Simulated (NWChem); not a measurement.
**Extrapolating the UMP2 correlation energy of B**

```xyz
1

B      0.0000     0.0000     0.0000
```
Charge 0, spin multiplicity 2.

The numbers come from NWChem runs, not from measurements.

The correlated methods keep 1 core orbital frozen. The stability of the SCF solutions was not checked. Open-shell Hartree-Fock references start from PBE0 orbitals.

Worked example. The UMP2 correlation energy is -44.08 mHa in cc-pVTZ and -47.02 mHa in cc-pVQZ. The form E(X) = E∞ + A/X³ turns the pair into an estimate of the basis-set limit.

E∞ = (4³·(-47.02) − 3³·(-44.08))/(4³ − 3³) = -49.2 mHa. The larger basis holds 96 % of that. This is a two-point estimate.
